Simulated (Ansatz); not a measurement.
Results of BLYP (Ansatz, a program for electronic structure, PAW) for grey tin (α-Sn).

Settings: plane-wave cutoff 520 eV, 20×20×20 k mesh, Fermi–Dirac smearing 0.05 eV, perturbation theory, scalar-relativistic PAW data made under PBE.

Cell (relaxed at this level):

Space group Fd-3m, origin choice 1 (No. 227); a = 6.8126 Å, b = 6.8126 Å, c = 6.8126 Å, α = 90.00°, β = 90.00°, γ = 90.00°

| atom | site | symmetry | x | y | z |
|---|---|---|---|---|---|
| Sn | 8a | -43m | 0.0000 | 0.0000 | 0.0000 |
(The calculation used a cell of 2 atoms; values per cell refer to that cell.)

### Question
Predict the zone-centre TO phonon frequency.

### Answer

- zone-centre TO phonon frequency = 158 cm⁻¹

Measured, for comparison: zone-centre TO phonon frequency 200 cm⁻¹ (low temperature, zero-point motion not removed; as tabulated in Tanner et al. (2021), arXiv:2110.11888). Computed (rounded) less measured: zone-centre TO phonon frequency -21 %.

Note: the solid has no gap at this level, which affects its response.

Spin–orbit coupling is not included.

Cost on a shared machine: about 16 core-minutes (a rough figure).
